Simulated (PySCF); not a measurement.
Gas-phase reaction: AlH + 2 H → AlH3

Method: PySCF energies (xtb for GFN2) plus ideal-gas RRHO corrections (1 bar). † marks an energy on the PBE0/def2-TZVP geometry and frequencies; other levels use their own. CCSD(T) freezes the core. Open shells (unrestricted): H (multiplicity 2); the rest are closed-shell singlets. GFN2 has no spin-polarisation term. AlH3: computed as isolated molecules; such fragments, hydroxides, amides, oligomers or adducts are transient or little studied in the gas. CCSD(T) isn't extrapolated to the basis-set limit; its ΔH°(298 K) is -531.4 kJ in def2-SVP and -548.7 kJ in def2-TZVPP. The harmonic model lacks anharmonicity and excited electronic states, which grow with temperature; levels with a mode under 35 cm⁻¹ are left out.

ΔH° and ΔS° at 298 K: CCSD(T)/def2-TZVPP† -549 kJ, -210 J/K; GFN2-xTB -796 kJ, -210 J/K; M06-2X/def2-TZVP† -538 kJ, -210 J/K; PBE/def2-TZVP† -533 kJ, -210 J/K; r2SCAN/def2-TZVP† -565 kJ, -210 J/K; LDA/def2-TZVP† -588 kJ, -210 J/K.

Q: With the heat capacities included, give log10 K (1 bar) at 500, 600, 1200, 2000, 2500 K from CCSD(T)/def2-TZVPP†, GFN2-xTB, M06-2X/def2-TZVP†, PBE/def2-TZVP†, r2SCAN/def2-TZVP†, LDA/def2-TZVP†.

A: 
| T (K) | CCSD(T)/def2-TZVPP† | GFN2-xTB | M06-2X/def2-TZVP† | PBE/def2-TZVP† | r2SCAN/def2-TZVP† | LDA/def2-TZVP† |
|---|---|---|---|---|---|---|
| 500 | 46.2 | 72.1 | 45.1 | 44.6 | 47.9 | 50.4 |
| 600 | 36.6 | 58.1 | 35.6 | 35.2 | 38.0 | 40.0 |
| 1200 | 12.3 | 23.1 | 11.8 | 11.6 | 13.0 | 14.0 |
| 2000 | 2.5 | 9.0 | 2.2 | 2.1 | 2.9 | 3.6 |
| 2500 | -0.4 | 4.8 | -0.6 | -0.7 | -0.1 | 0.4 |
